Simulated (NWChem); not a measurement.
All runs are NWChem calculations. System: CF₄, charge 1, spin multiplicity 2, at the geometry of a parent with another charge or spin, in a state set for the comparison that need not be this species' ground state. Its SCF solution wasn't tested for a lower state. Level: UMP2/pcseg-2, 5 core orbitals frozen.

Input file:

```
start mol
memory heap 200 mb stack 900 mb global 1100 mb
charge 1
geometry units angstroms nocenter noautoz
  F      0.000000    -1.088892     0.769961
  C      0.000000     0.000000    -0.000003
  F      0.000000     1.088892     0.769961
  F      1.088898     0.000000    -0.769960
  F     -1.088898     0.000000    -0.769960
  symmetry group C2v
end
basis spherical
  * library pcseg-2
end
scf
  uhf
  nopen 1
  maxiter 100
  thresh 1e-7
  semidirect memsize 60000000 filesize 0
  # guess.movecs holds the orbitals of an unrestricted PBE0 run
  vectors input guess.movecs output mol.movecs
end
mp2
  freeze core 5
end
task mp2 energy
```

Output (cleaned and shortened):

```
             Northwest Computational Chemistry Package (NWChem) 7.3.0
             --------------------------------------------------------

                                NWChem Input Module
                                -------------------

 Scaling coordinates for geometry "geometry" by  1.889725989
 (inverse scale =  0.529177249)

 Turning off AUTOSYM since
 SYMMETRY directive was detected!

                             Geometry "geometry" -> ""
                             -------------------------

 Output coordinates in angstroms (scale by  1.889725989 to convert to a.u.)

  No.       Tag          Charge          X              Y              Z
 ---- ---------------- ---------- -------------- -------------- --------------
    1 F                    9.0000     0.00000000    -1.08889200     0.76996100
    2 C                    6.0000     0.00000000     0.00000000    -0.00000300
    3 F                    9.0000     0.00000000     1.08889200     0.76996100
    4 F                    9.0000     1.08889800     0.00000000    -0.76996000
    5 F                    9.0000    -1.08889800     0.00000000    -0.76996000

 Effective nuclear repulsion energy (a.u.)     203.8010396475

            Nuclear Dipole moment (a.u.)
            ----------------------------
        X                 Y               Z
 ---------------- ---------------- ----------------
     0.0000000000     0.0000000000     0.0000000000

      Symmetry information
      --------------------

 Group name             C2v
 Group number             16
 Group order               4
 No. of unique centers     3

      Symmetry unique atoms

     1    2    4


 Summary of "ao basis" -> "" (spherical)
 ------------------------------------------------------------------------------
       Tag                 Description            Shells   Functions and Types
 ---------------- ------------------------------  ------  ---------------------
 *                          pcseg-2                   on all atoms

 Summary of "ao basis" -> "ao basis" (spherical)
 ------------------------------------------------------------------------------
       Tag                 Description            Shells   Functions and Types
 ---------------- ------------------------------  ------  ---------------------
 F                          pcseg-2                 10       30   4s3p2d1f
 C                          pcseg-2                 10       30   4s3p2d1f

                                 NWChem SCF Module
                                 -----------------

  ao basis        = "ao basis"
  functions       =   150
  atoms           =     5
  alpha electrons =    21
  beta  electrons =    20
  charge          =   1.00
  wavefunction    = UHF
  use symmetry    = T
  symmetry adapt  = T

 Summary of "ao basis" -> "ao basis" (spherical)
 ------------------------------------------------------------------------------
       Tag                 Description            Shells   Functions and Types
 ---------------- ------------------------------  ------  ---------------------
 F                          pcseg-2                 10       30   4s3p2d1f
 C                          pcseg-2                 10       30   4s3p2d1f

      Symmetry analysis of basis
      --------------------------

        a1         53
        a2         23
        b1         37
        b2         37

 Forming initial guess at       0.1s

   Symmetry analysis of molecular orbitals - initial alpha
   -------------------------------------------------------
[...]
   -------------------------------------

    Atom       Charge   Shell Charges
 -----------   ------   -------------------------------------------------------
    1 F    9     4.14   1.00  0.33  0.50  0.15  0.96  0.98  0.21  0.00  0.01  0.00
    2 C    6     2.53   1.00  0.26  0.17 -0.02  0.56  0.39 -0.01  0.02  0.15  0.01
    3 F    9     4.14   1.00  0.33  0.50  0.15  0.96  0.98  0.21  0.00  0.01  0.00
    4 F    9     4.60   1.00  0.32  0.49  0.16  1.16  1.18  0.27  0.00  0.01  0.00
    5 F    9     4.60   1.00  0.32  0.49  0.16  1.16  1.18  0.27  0.00  0.01  0.00

   Mulliken analysis of the spin density
   -------------------------------------

    Atom       Charge   Shell Charges
 -----------   ------   -------------------------------------------------------
    1 F    9     0.59   0.00  0.01  0.01 -0.01  0.34  0.26 -0.02 -0.00 -0.00 -0.00
    2 C    6    -0.18  -0.00 -0.02 -0.02 -0.00 -0.05 -0.07 -0.01 -0.00 -0.02  0.00
    3 F    9     0.59   0.00  0.01  0.01 -0.01  0.34  0.26 -0.02 -0.00 -0.00 -0.00
    4 F    9    -0.00  -0.00 -0.00 -0.00  0.00 -0.00 -0.00  0.00 -0.00 -0.00 -0.00
    5 F    9    -0.00  -0.00 -0.00 -0.00  0.00 -0.00 -0.00  0.00 -0.00 -0.00 -0.00

       Multipole analysis of the density wrt the origin
       ------------------------------------------------

     L   x y z        total         alpha         beta         nuclear
     -   - - -        -----         -----         ----         -------
     0   0 0 0      1.000000    -21.000000    -20.000000     42.000000

     1   1 0 0      0.000000     -0.000000      0.000000      0.000000
     1   0 1 0      0.000000      0.000000     -0.000000      0.000000
     1   0 0 1      0.879081     -0.305122      1.184203      0.000000

     2   2 0 0    -16.951736    -46.572688    -46.594771     76.215724
     2   1 1 0      0.000000      0.000000     -0.000000      0.000000
     2   1 0 1      0.000000     -0.000000      0.000000      0.000000
     2   0 2 0    -13.263726    -47.497068    -41.981542     76.214884
     2   0 1 1     -0.000000     -0.000000     -0.000000      0.000000
     2   0 0 2    -15.488272    -46.979462    -44.723215     76.214405

                   NWChem MP2 Semi-direct Energy/Gradient Module
                   ---------------------------------------------

  Basis functions       =    150
  Molecular orbitals    =    150
  Frozen core           =      5
  Frozen virtuals       =      0
  Active alpha occupied =     16
  Active beta occupied  =     15
  Active alpha virtual  =    129
  Active beta virtual   =    130
  Use MO symmetry       = T
  Use skeleton AO sym   = T

  AO/Fock/Back tols     =   1.0D-09  1.0D-09  1.0D-09

 GA uses MA = F    GA memory limited = T

 Available:
  local mem=  1.26D+08
 global mem=  1.44D+08
 local disk=  0.00D+00
  mp2_memr nvloc                   129
  nvloc new                   129
   1 passes of  16:        5242880                     149058                  78797037.
   1 passes of  16: M    126151987           G      144134200           F     120909107.

 Semi-direct pass number   1 of   1  for UHF alpha       at       17.6s
  vrange nnbf                 11223
  mp2_eaftype                   300  avail_ma_in_mb                  1099
 EAF : mp2_eaftype filesize         300   39398518.
  mp2_eaf for mointskh                    300
Node 0 wrote    185.3 Mb in      0.2 s     Agg I/O rate:   910.8 Mb/s
 Done moints_semi at       25.2s
  mp2_eaftype                   300  avail_ma_in_mb                   799
 EAF : mp2_eaftype filesize         300   39398518.
  mp2_eaf for kh                   300
 Done maket at       25.9s
 Done multipass loop at       25.9s

 GA uses MA = F    GA memory limited = T

 Available:
  local mem=  1.26D+08
 global mem=  1.44D+08
 local disk=  0.00D+00
  mp2_memr nvloc                   130
  nvloc new                   130
   1 passes of  15:        5242880                     143361                  74447002.
   1 passes of  15: M    126151987           G      144134200           F     120909107.

 Semi-direct pass number   1 of   1  for UHF beta        at       25.9s
  vrange nnbf                 11223
  mp2_eaftype                   283  avail_ma_in_mb                  1099
 EAF : mp2_eaftype filesize         283   37223501.
  mp2_eaf for mointskh                    283
Node 0 wrote    175.1 Mb in      0.1 s     Agg I/O rate:  1468.4 Mb/s
 Done moints_semi at       33.4s
  mp2_eaftype                   283  avail_ma_in_mb                   816
 EAF : mp2_eaftype filesize         283   37223501.
  mp2_eaf for kh                   283
 Done maket at       34.0s
 Done multipass loop at       34.0s

          -------------------------------------------
          SCF energy                -435.215898790948
          Correlation energy          -1.093565388847
          Singlet pairs                0.000000000000
          Triplet pairs                0.000000000000
          Total MP2 energy          -436.309464179795
          -------------------------------------------

          ---------------------------------------------------
                    Spin Component Scaled (SCS) MP2
          Same spin pairs                     -0.296841366500
          Same spin scaling factor             0.333333333333
          Opposite spin pairs                 -0.796724022347
          Opposite spin scaling fact.          1.200000000000
          SCS-MP2 correlation energy          -1.055015948983
          Total SCS-MP2 energy              -436.270914739931
          ---------------------------------------------------

 -----------------------
 Performance information
 -----------------------

 Timer overhead =  1.18D-07 seconds/call

               Nr. of calls         CPU time (s)                 Wall time (s)                GFlops
             ---------------    -------------------     ------------------------------   -------------------
Name         Min   Avg   Max    Min     Avg     Max     Min     Avg     Max   Mx/calls   Min     Max     Sum
mp2: moin     2     2     2    15.     15.     15.      15.     15.     15.     7.6      0.0     0.0     0.0
mp2: make     2     2     2    1.2     1.2     1.2      1.2     1.2     1.2    0.61      0.0     0.0     0.0
mp2: tota     1     1     1    16.     16.     16.      16.     16.     16.     16.      0.0     0.0     0.0

 The average no. of pstat calls per process was 5.00D+00
 with a timing overhead of 5.88D-07s

 Task  times  cpu:       34.0s     wall:       34.0s

 Total times  cpu:       34.0s     wall:       34.0s
```
